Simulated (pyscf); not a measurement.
Single points on ωB97X-D3(BJ)/def2-SVP structures (PySCF, gas phase).

Task: For the elementary gas-phase step F–SiH₃ + silanol (HO–SiH₃) → F–SiH₂–O–SiH₃ + hydrogen (H₂) (singlet surface; H–Si, H–O broken, O–Si, H–H formed), what barrier and reaction energy does ωB97M-D3(BJ)/def2-TZVP give, measured from the separated reactants?

Result: ΔE‡ = 1.16 eV, ΔE = -1.14 eV. Zero-point energy shifts the barrier by -0.04 eV. It is a four-centre exchange, with an imaginary mode of 1301i cm⁻¹. This is the saddle that the search found; another between the same sides may lie lower.
